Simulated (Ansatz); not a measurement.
`NBS` + H–F → `NBF` + H₂S  (ligand exchange at a B–S bond)

Calculated with Ansatz (gas phase, PBE0-D4/def2-TZVP geometries, no zero-point term in ΔE). CCSD(T)/CBS adds triple-zeta CCSD(T) − MP2 to the extrapolated MP2 energy (def2 sets, frozen cores). This one scheme is used for every species. Functionals use def2-TZVPP. B3LYP here is the variant with VWN-RPA as its local correlation; programs differ in this. HSE06 is defined as in plane-wave codes. One conformer a species, not always the lowest.

```csv
level,ΔE (kJ/mol),difference from CCSD(T)/CBS
LDA (SPW92),-65.6,0.2
PBE-D4,-61.9,3.9
BLYP-D4,-73.3,-7.5
r2SCAN-D4,-70.7,-4.9
B97M-V,-76.6,-10.8
PBE0-D4,-63.5,2.3
r2SCANh-D4,-70.5,-4.7
r2SCAN0-D4,-70.3,-4.5
HSE06-D4,-63.4,2.4
BHLYP-D4,-79.5,-13.7
CAM-B3LYP-D4,-80.9,-15.1
ωB97X-V,-73.4,-7.6
ωB97M-V,-74.1,-8.3
B2PLYP,-76.1,-10.3
PBE-QIDH,-65.9,-0.1
PBE,-65.4,0.4
revPBE,-65.6,0.2
BLYP,-80.9,-15.1
r2SCAN,-71.5,-5.7
PBE0,-66.5,-0.7
B3LYP,-80.6,-14.8
r2SCANh,-71.3,-5.5
r2SCAN0,-71.3,-5.5
HSE06,-66.3,-0.5
BHLYP,-84.5,-18.7
LC-ωPBE,-71.1,-5.3
RPA@PBE/def2-TZVPP,-72.8,-7.0
HF/def2-SVP,-99.8,-34.0
MP2/def2-SVP,-81.7,-15.9
CCSD/def2-SVP,-87.7,-21.9
CCSD(T)/def2-SVP,-85.6,-19.8
SCS-MP2/def2-TZVPP,-71.3,-5.5
CCSD/def2-TZVPP,-74.2,-8.4
CCSD(T)/def2-TZVPP,-70.3,-4.5
HF/def2-QZVPP,-94.5,-28.7
MP2/def2-QZVPP,-61.7,4.1
SCS-MP2/def2-QZVPP,-69.0,-3.2
HF/CBS(def2),-94.6,-28.8
MP2/CBS(def2),-59.6,6.2
CCSD/CBS(def2),-69.7,-3.9
CCSD(T)/CBS,-65.8,0
```

Largest T1 diagnostic among the species: 0.012.

At CCSD(T), def2-SVP lies −19.8 kJ/mol from the extrapolated value and def2-TZVPP −4.5 kJ/mol. The D4 term adds +5.8 kJ/mol with B3LYP and +3.0 kJ/mol with PBE0; it sums over pairs of atoms, weighted by their polarisabilities, and B3LYP, whose exchange is more repulsive, gets the larger term.
